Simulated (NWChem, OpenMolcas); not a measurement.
Worked example: vertical energy of the triplet above the singlet of C4H2 (1,3-butadiyne)

C4H2 has 6 atoms, charge 0, and is taken as a singlet. As SMILES, `C#CC#C`. Geometry: relaxed at PBE0-D4/def2-TZVP.

Both states at this one shape; open shells run unrestricted unless said. 1 Eh = 27.2114 eV.

| level | program | singlet C4H2 (Eh) | triplet C4H2 (Eh) |
| --- | --- | --- | --- |
| SVWN5/aug-cc-pVDZ | OpenMolcas | -152.061790 | -151.906376 |
| revPBE/aug-cc-pVDZ | OpenMolcas | -153.462945 | -153.314677 |
| B2PLYP/aug-cc-pVDZ, 4 core orbitals frozen | NWChem | -153.339894 | -153.177026 |

Q: Work out the vertical gap, second state less first, at each level.

A: 
1. SVWN5/aug-cc-pVDZ: -151.906376 − (-152.061790) = 0.155414 Eh = 4.23 eV.
2. revPBE/aug-cc-pVDZ: -153.314677 − (-153.462945) = 0.148268 Eh = 4.03 eV.
3. B2PLYP/aug-cc-pVDZ: -153.177026 − (-153.339894) = 0.162868 Eh = 4.43 eV.

No measured value is set beside it here; the levels span 4.03 to 4.43 eV.
